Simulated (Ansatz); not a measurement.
The first iterations of a band of C₂H₄N₂O (9 atoms, charge 0, multiplicity 1).

These are results of RKS PBE0-D4/6-31G* (Ansatz 0.2.0), not measurements.

```
movable images  : 4
climbing image  : no
spring          : 5.0 eV/Å²
optimiser       : quadratic models (default)
start path      : IDPP
force threshold : 0.05 eV/Å
iteration limit : 60
end points      : relaxed
```

First end point:

```xyz
9
Properties=species:S:1:pos:R:3
N -1.493 0.258 0.362
C -0.340 -0.545 0.221
N 1.057 -0.125 0.831
C 0.852 -0.101 -0.410
O 1.453 0.222 -1.547
H -1.269 1.247 0.315
H -1.958 0.077 1.247
H -0.562 -1.610 0.290
H 2.349 0.530 -1.326
```

Last end point:

```xyz
9
Properties=species:S:1:pos:R:3
N -1.394 0.304 0.299
C -0.227 -0.502 0.285
N 1.073 -0.089 1.056
C 1.034 -0.044 -0.199
O 1.828 0.326 -1.199
H -1.153 1.289 0.365
H -1.976 0.075 1.099
H -0.460 -1.567 0.306
H 1.362 0.162 -2.031
```

| iteration | highest image above the first end (eV) | largest band force component (eV/Å) |
| --- | --- | --- |
| 1 | 0.553 | 2.185 |
| 2 | 0.414 | 1.011 |

Q: Does the band converge within its limit, and where does its top end?

A: It converged. It ended after 6 iterations with the highest image 0.324 eV above the first end. No image climbed, so the highest image needn't sit at the top of the path.

The run took 70 s on 1 thread of Arm Neoverse V2 (shared host), peak memory 0.16 GiB.
